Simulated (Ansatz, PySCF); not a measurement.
dimethyl sulfide cation (C2H6S), SMILES CSC (connectivity only; charge and spin as stated), charge +1, multiplicity 2. Atoms are numbered in the order given.

```xyz
9

C      0.0000     0.4910     1.3865
S      0.0051    -0.6085     0.0000
C      0.0000     0.4910    -1.3865
H      0.8895     1.1274     1.3375
H      0.0030    -0.1117     2.2938
H     -0.8958     1.1187     1.3377
H      0.8895     1.1274    -1.3375
H      0.0030    -0.1117    -2.2938
H     -0.8958     1.1187    -1.3377
```
Charge +1, spin multiplicity 2.

Geometry: ωB97X-D3(BJ)/def2-TZVP. The multiplicity is an assumed one; other spin states were not compared.

Two levels are set side by side: PBE-D3(BJ)/def2-TZVP (Ansatz, a first-principles code) and ωB97X-D3(BJ)/def2-TZVP (PySCF). Each level has its own optimised geometry; the coordinates shown are those of the second. Frequencies come from the Hessian of PySCF at each geometry. Differences are taken from unrounded values.

| quantity | ωB97X-D3(BJ) |
|---|---|
| mean bond length (Å) | 1.262 |
| bond C1–S2 (Å) | 1.770 |
| bond S2–C3 (Å) | 1.770 |
| bond C1–H4 (Å) | 1.095 |
| bond C1–H5 (Å) | 1.089 |
| bond C1–H6 (Å) | 1.095 |
| bond C3–H7 (Å) | 1.095 |
| bond C3–H8 (Å) | 1.089 |
| bond C3–H9 (Å) | 1.095 |
| highest harmonic wavenumber (cm⁻¹) | 3194 |
| mean harmonic wavenumber (cm⁻¹) | 1566 |
| zero-point energy (kcal/mol) | 47.00 |

Question: What does PBE-D3(BJ) give, and how far is it from ωB97X-D3(BJ)? (The exact figures need the calculation; the answer reports its results.)

Answer: 
```json
[
 {"quantity": "mean bond length (Å)", "PBE-D3(BJ)": "1.270", "PBE-D3(BJ) minus ωB97X-D3(BJ)": "0.008"},
 {"quantity": "bond C1–S2 (Å)", "PBE-D3(BJ)": "1.777", "PBE-D3(BJ) minus ωB97X-D3(BJ)": "0.007"},
 {"quantity": "bond S2–C3 (Å)", "PBE-D3(BJ)": "1.777", "PBE-D3(BJ) minus ωB97X-D3(BJ)": "0.007"},
 {"quantity": "bond C1–H4 (Å)", "PBE-D3(BJ)": "1.104", "PBE-D3(BJ) minus ωB97X-D3(BJ)": "0.009"},
 {"quantity": "bond C1–H5 (Å)", "PBE-D3(BJ)": "1.097", "PBE-D3(BJ) minus ωB97X-D3(BJ)": "0.007"},
 {"quantity": "bond C1–H6 (Å)", "PBE-D3(BJ)": "1.104", "PBE-D3(BJ) minus ωB97X-D3(BJ)": "0.009"},
 {"quantity": "bond C3–H7 (Å)", "PBE-D3(BJ)": "1.104", "PBE-D3(BJ) minus ωB97X-D3(BJ)": "0.009"},
 {"quantity": "bond C3–H8 (Å)", "PBE-D3(BJ)": "1.097", "PBE-D3(BJ) minus ωB97X-D3(BJ)": "0.007"},
 {"quantity": "bond C3–H9 (Å)", "PBE-D3(BJ)": "1.104", "PBE-D3(BJ) minus ωB97X-D3(BJ)": "0.009"},
 {"quantity": "highest harmonic wavenumber (cm⁻¹)", "PBE-D3(BJ)": "3093", "PBE-D3(BJ) minus ωB97X-D3(BJ)": "-101"},
 {"quantity": "mean harmonic wavenumber (cm⁻¹)", "PBE-D3(BJ)": "1498", "PBE-D3(BJ) minus ωB97X-D3(BJ)": "-68"},
 {"quantity": "zero-point energy (kcal/mol)", "PBE-D3(BJ)": "44.96", "PBE-D3(BJ) minus ωB97X-D3(BJ)": "-2.05"}
]
```

GGA bonds tend to be longer and softer than those of functionals with exact exchange. Differences between two approximate levels are no errors against the true value.
